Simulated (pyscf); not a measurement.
# Insertion: `[AsH2][In]` [singlet] + `[SiH4]` -> `[SiH3][InH][AsH2]`

Gas phase, singlet surface, charge 0. Bonds broken: Si5–H6. Bonds formed: In1–Si5, In1–H6. Optimised with ωB97X-D3(BJ)/def2-SVP in PySCF.

Transition state (Å):

```xyz
9

In    -0.4405     0.1484    -0.4243
As     1.6121     1.4349    -1.2492
H      2.5385     0.5140    -0.4722
H      1.7099     0.6048    -2.5191
Si    -1.7207    -0.4892     1.6688
H     -0.0761     0.4874     1.5115
H     -2.9599    -1.2555     1.2815
H     -0.9372    -1.4382     2.5113
H     -2.2287     0.7182     2.3818
```

One imaginary mode, 439i cm⁻¹; descent along it reached the two sides named, in the forms told below.

```tsv
bond	change	reactant side (Å)	saddle	product side
Si5–H6	breaks	1.497	1.919	3.8
In1–Si5	forms	3.4	2.535	2.553
In1–H6	forms	2.9	1.999	1.732
```

Electronic energies relative to the separated reactants (kcal/mol):

| level | barrier | reaction energy | reverse barrier |
|---|---|---|---|
| ωB97X-D3(BJ)/def2-TZVP | 29.4 | -7.0 | 36.4 |
| PBE/def2-TZVP | 27.0 | -0.2 | 27.2 |
| r²SCAN/def2-TZVP | 26.6 | -3.1 | 29.6 |
| B3LYP-D3(BJ)/def2-TZVP | 34.0 | +3.3 | 30.7 |
| PBE0-D3(BJ)/def2-TZVP | 27.8 | -3.6 | 31.4 |
| M06-2X/def2-TZVP | 34.3 | +1.4 | 32.9 |
| ωB97M-D3(BJ)/def2-TZVP | 34.0 | -0.5 | 34.5 |
| HF/def2-TZVP | 48.7 | +4.9 | 43.8 |

With ωB97M-D3(BJ)/def2-TZVP energies and thermal terms (ideal gas, 1 atm, RRHO with modes under 100 cm⁻¹ raised to 100, one conformer, R ln 2 for chiral ones without a mode under 150 cm⁻¹), in kcal/mol:

```
T (K)   ΔH‡   ΔG‡    ΔH     ΔG
-----  ----  ----  ----  -----
298    33.1  42.8  -0.4   +8.6
600    33.7  52.5  +0.9  +17.2
900    34.6  61.7  +2.3  +25.0
1200   35.4  70.6  +3.6  +32.4
```

On the reactant side the descent ends in a complex (not fully relaxed), 6.4 kcal/mol under the separated species and 35.8 kcal/mol under the saddle at ωB97X-D3(BJ)/def2-TZVP. One saddle was located; it need not be the lowest between these sides. Elements up to Kr have no core potential and no relativistic terms here. Elements past Kr carry the def2 core potentials, without spin-orbit coupling.
